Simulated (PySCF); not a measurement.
**doublet C2H5NO+ at UHF/6-31G(d) (spherical functions, preoptimised minimum)**

Aim: an optimisation with harmonic vibrations of doublet C2H5NO+. 

The calculation is run with PySCF 2.14.0.

2 further runs of the same task are left out: 2 set aside as unsound or not needed.

## (1) Starting point

C2H5NO+ has 9 atoms, charge +1, and is taken as a doublet. As SMILES of the parent species, `C/C=N/O`. All atoms were displaced at random from a relaxed shape. That shape belongs to the parent species and isn't relaxed for this state. The run starts from this shape.

Bond lengths: C1–C2 1.450 Å, C2–N3 1.268 Å, N3–O4 1.373 Å, C1–H5 1.082 Å, C1–H6 1.113 Å, C1–H7 1.116 Å, C2–H8 1.125 Å, O4–H9 0.931 Å. Some angles: C1–C2–N3 123.4°, C2–N3–O4 120.2°, C1–C2–H8 116.7°, N3–C2–H8 119.9°, C2–C1–H5 113.7°, C2–C1–H6 108.1°, C2–C1–H7 108.6°, N3–O4–H9 107.5°, H5–C1–H6 109.6°, H5–C1–H7 110.4°.

## (2) An optimisation with harmonic vibrations at UHF/6-31G(d) (spherical functions, preoptimised minimum)

The input, geometry.xyz:

```xyz
9
C2H5NO
C     -1.025155     0.552679     0.694840
C     -0.195573    -0.208270    -0.219589
N      1.070660    -0.141885    -0.232684
O      1.793975    -0.932932    -1.090906
H     -1.628601    -0.063525     1.348949
H     -0.359466     1.204615     1.303895
H     -1.673676     1.239206     0.099695
H     -0.727969    -0.898726    -0.930497
H      2.695572    -0.760570    -0.938361
```

The input, input.py:

```python
import numpy
from pyscf import gto, scf, symm
from pyscf.hessian import thermo
from pyscf.geomopt.geometric_solver import kernel as optimise

mol = gto.M(
    atom='geometry.xyz',
    basis='6-31g*',
    charge=1,
    spin=1,
    verbose=3,
    max_memory=1860,
)

calc0 = scf.UHF(mol)
calc0.conv_tol = 1e-10
calc0 = calc0.newton()
converged, mol_eq = optimise(calc0, maxsteps=80)
print('converged:', converged)
print(mol_eq.tostring())

calc0.reset(mol_eq)
mol = mol_eq
calc0.kernel()
etot = calc0.e_tot
print('E(%s) = %.9f' % ('HF', etot))
hess = calc0.Hessian().kernel()
modes = thermo.harmonic_analysis(mol, hess)
print('frequencies (1/cm)', numpy.round(modes['freq_wavenumber'], 1))
symm.geom.TOLERANCE = 1e-3  # for the symmetry number
th = thermo.thermo(calc0, modes['freq_au'], 298.15, 101325)
thermo.dump_thermo(mol, th)
```

Run with:

```console
$ OMP_NUM_THREADS=1 python input.py
```

Q: Predict the results. Wanted: total energy; HOMO energy; LUMO energy; ⟨S²⟩; lowest harmonic wavenumber; highest harmonic wavenumber; zero-point energy; ideal-gas entropy at 298.15 K.

Answer, from the run:

At UHF/6-31G* (spherical functions, preoptimised minimum):

| quantity | value |
| --- | --- |
| total energy | -207.57747 Eh |
| HOMO energy (highest over α and β) | -18.57 eV |
| LUMO energy (lowest over α and β) | -4.99 eV |
| ⟨S²⟩ | 0.834 |
| lowest harmonic wavenumber | 162 cm⁻¹ |
| highest harmonic wavenumber | 3879 cm⁻¹ |
| zero-point energy | 203.4 kJ/mol |
| ideal-gas entropy at 298.15 K (symmetry number 1 as used) | 70.2 cal/(mol K) |

In words: At the final geometry: Bond lengths: C1–C2 1.491 Å, C2–N3 1.258 Å, N3–O4 1.281 Å, C1–H5 1.085 Å, C1–H6 1.080 Å, C1–H7 1.084 Å, C2–H8 1.081 Å, O4–H9 0.964 Å. Some angles: C1–C2–N3 122.4°, C2–N3–O4 134.2°, C1–C2–H8 121.9°, N3–C2–H8 115.6°, C2–C1–H5 108.1°, C2–C1–H6 112.0°, C2–C1–H7 108.6°, N3–O4–H9 109.6°, H5–C1–H6 110.0°, H5–C1–H7 107.8°. All 21 modes are real, so the shape is a minimum at this level.
